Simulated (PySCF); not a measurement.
Species: C3H4Cl2O.
Numbering: `[Cl:1][CH:2]([Cl:3])[C@H:4]1[CH2:5][O:6]1` (hydrogens: H7 on C2; H8 on C4; H9, H10 on C5)

Structure used (GFN2-xTB), in Å, numbered top down from 1:
```
atom  x, y, z in Å
Cl1   -1.803   -1.639   -0.159
C2    -1.223    0.044   -0.097
Cl3   -1.164    0.724   -1.732
C4     0.129    0.058    0.582
C5     1.387   -0.041   -0.160
O6     0.945    1.165    0.396
H7    -1.958    0.621    0.470
H8     0.086   -0.332    1.598
H9     2.246   -0.496    0.321
H10    1.363   -0.100   -1.241
```

The closed-shell SCF was solved with PySCF and density fitting under several settings on one GFN2-xTB geometry (grid level 2 and gas phase unless stated).

| settings | basis functions | SCF cycles | E (Eh) | HOMO (eV) | LUMO (eV) | dipole (D) |
| --- | --- | --- | --- | --- | --- | --- |
| PBE0/pcSseg-1 | 136 | 13 | -1111.7187 | -8.34 | -0.07 | 1.50 |
| PBE0/def2-SVPD | 169 | 13 | -1111.3769 | -8.43 | -0.30 | 1.42 |
| mPW1PW91/def2-SVPD, grid level 4 | 169 | 13 | -1111.8901 | -8.47 | -0.35 | 1.43 |
| HF/def2-SVPD | 169 | 11 | -1109.3215 | -12.15 | 2.50 | 1.58 |
| PBE0/STO-3G | 42 | 11 | -1099.3636 | -5.56 | 2.97 | 1.75 |
| BLYP/6-31G* | 100 | 15 | -1112.1627 | -6.26 | -0.87 | 1.39 |
| HSE06/cc-pVDZ, fitting basis def2-universal-jkfit | 112 | 10 | -1111.8524 | -7.71 | -0.21 | 1.39 |

Q: Estimate the row for these settings: mPW1PW91/6-31++G**, grid level 1, damping 0.1 at the start, DIIS from the seventh cycle.

A: 
| settings | basis functions | SCF cycles | E (Eh) | HOMO (eV) | LUMO (eV) | dipole (D) |
| --- | --- | --- | --- | --- | --- | --- |
| mPW1PW91/6-31++G**, grid level 1, damping 0.1 at the start, DIIS from the seventh cycle | 140 | 19 | -1112.2653 | -8.40 | -0.38 | 1.50 |

Q: Over all rows, what range does the HOMO–LUMO gap span?

A: From 5.39 eV (BLYP/6-31G*) to 14.65 eV (HF/def2-SVPD). The functional of the narrowest has no exact exchange, that of the widest 100 % exact exchange.

Q: Compare two rows with the functional PBE0: PBE0/pcSseg-1 and PBE0/def2-SVPD. Which energy is lower, and by how much?

A: PBE0/pcSseg-1 (136 functions) lies 0.3418 Eh or 214 kcal/mol below PBE0/def2-SVPD (169 functions). The smaller set gives the lower energy; the two sets aren't nested, so the variational bound doesn't order them by size.

Cycle counts include a coarse-grid stage where the run had one. All basis functions are spherical, in the Pople sets too.

One conformer stands for the species.
